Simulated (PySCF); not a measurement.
# Magnetisability: `InChI=1S/C3H6/c1-2-3-1/h1-3H2`

Cartesian coordinates in Å; atom numbers follow the order of the lines, from 1:
```xyz
9

C    -0.7568   -0.4625    0.0209
C     0.7374   -0.4655    0.1407
C     0.0118    0.8122   -0.1556
H    -1.3489   -0.5874    0.9316
H    -1.2055   -0.9224   -0.8640
H     1.1763   -0.5927    1.1342
H     1.3196   -0.9276   -0.6613
H    -0.0500    1.5667    0.6335
H     0.0934    1.2319   -1.1620
```

Computed, not measured: GIAO BLYP/pcSseg-2 magnetisability, rotational g tensor and spin-rotation constants, non-relativistic, gas phase (PySCF 2.14.0). Geometry: PBE0-D3(BJ)/def2-SVP.

Task: What are the magnetisability and the molar susceptibility?

Result: Isotropic -678 × 10⁻³⁰ J/T², or -40.8 × 10⁻⁶ cm³/mol; principal values -799, -618, -618 × 10⁻³⁰ J/T², anisotropy 181 × 10⁻³⁰ J/T² (root of half the summed squared differences of the principal values). The susceptibility is in cgs units.

Task: Split it along the inertial axes a, b, c into diamagnetic and paramagnetic parts about the centre of mass, with the quadrupole moment.

Result: 
| axis | χ (10⁻⁶ cm³/mol) | diamagnetic (10⁻⁶ cm³/mol) | paramagnetic (10⁻⁶ cm³/mol) | summed x² of all electrons (Å²) | quadrupole Θ (D Å) |
| --- | --- | --- | --- | --- | --- |
| a | -37.2 | -112.5 | 75.3 | 17.6 | -1.16 |
| b | -37.2 | -112.5 | 75.3 | 17.6 | -1.16 |
| c | -48.1 | -149.0 | 100.9 | 9.0 | +2.31 |

Anisotropies 2χaa − χbb − χcc = +10.9 and 2χbb − χaa − χcc = +10.9 × 10⁻⁶ cm³/mol. Θ is traceless in Buckingham's convention.

Task: And the rotational g tensor?

Result: 
| axis | rotational constant (GHz) | g | nuclear part | electronic part |
| --- | --- | --- | --- | --- |
| a | 20.1981 | +0.0176 | 0.7324 | -0.7147 |
| b | 20.1957 | +0.0176 | 0.7323 | -0.7147 |
| c | 12.6673 | +0.0639 | 0.6644 | -0.6005 |

Oblate top; isotopes 12C, 1H; no vibrational averaging.
